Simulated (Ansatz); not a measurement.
# Worked example: correlation energy of GeH$_{2}$Br (H-bridged), doublet

Geometry: that of the GeH2Br (H-bridged), quartet, kept fixed.

```xyz
4

Ge    0.0000    0.4611    0.6275
Br    0.0000    0.4176   -2.1626
H     0.0000   -0.1726    2.0682
H     0.0000   -0.7061   -0.5332
```

Basis cc-pVDZ; Ansatz 0.2.0. Only valence electrons are correlated (noble-gas cores and the filled d shells of p-block atoms frozen), which leaves 13 electrons in 36 orbitals. Prefix R: restricted or restricted open-shell reference; prefix U: unrestricted. No spin–orbit coupling is included, and no scalar relativity.

Full CI isn't at hand for all of this; UCCSDT(Q) serves as the reference, and is uncertain by about the last step of the cluster series.

Unrestricted rows (U) aren't spin-pure: their determinants' ⟨S²⟩ exceeds S(S+1) by up to 0.54, so they mix in states of higher spin.

Runs differ by some tens of microhartree through their thresholds and, for an open shell, their frozen cores, so steps under 0.03 kcal/mol mean nothing.

```
    level  total energy (hartree)
      UHF            -4648.778002
     UMP2            -4648.962037
    UCCSD            -4649.002830
 UCCSD(T)            -4649.008056
   UCCSDT            -4649.009617
UCCSDT(Q)            -4649.010124
```

**Question.** What is the correlation energy at UCCSDT(Q), and what share of it do UMP2 and UCCSDT recover?

**Answer.** E(corr) = -4649.010124 − (-4648.778002) = -0.232122 hartree = -6.316 eV. UMP2: -0.184035 / -0.232122 = 79.28 %. UCCSDT: -0.231615 / -0.232122 = 99.78 %.

**Question.** By how many kcal/mol does UCCSD(T) miss UCCSDT(Q) (1 hartree = 627.509 kcal/mol), and which steps make up the rest?

**Answer.** -4649.008056 − (-4649.010124) = 0.002068 hartree = 1.30 kcal/mol. Steps: UCCSDT − UCCSD(T) = -0.98, UCCSDT(Q) − UCCSDT = -0.32 kcal/mol. Differences between like states or geometries often cancel part of this.
